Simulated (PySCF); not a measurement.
**Sulfur: a sound run and one with changed settings**

Sound run: S [Ne] 3s2 3p4, S⁺ [Ne] 3s2 3p3. All numbers are calculated (PySCF 2.14, no relativity, point nucleus, in aug-cc-pV(D+d)Z). The sound run starts from symmetry-adapted Hartree-Fock orbitals and uses a fine grid where one is needed.

A second run was set up differently.

| species | method | sound run (hartree) | changed run (hartree) | converged |
| --- | --- | --- | --- | --- |
| S | UHF | -397.49897 | -397.49886 | no |
| S | TPSS | -398.12955 | -398.12950 | no |
| S | r2SCAN | -398.07923 | -398.07919 | no |
| S⁺ | UHF | -397.15977 | -397.15957 | no |
| S⁺ | TPSS | -397.74589 | -397.74588 | no |
| S⁺ | r2SCAN | -397.69830 | -397.69828 | no |

What was changed?
A. level shift left on
B. angular grid far too coarse
C. too few SCF iterations
D. a valence shell is frozen

C. It used initial guess atom, at most 3 SCF cycles. The SCF was stopped early; the energies are upper bounds that still move, and correlated levels were skipped or rest on poor orbitals.
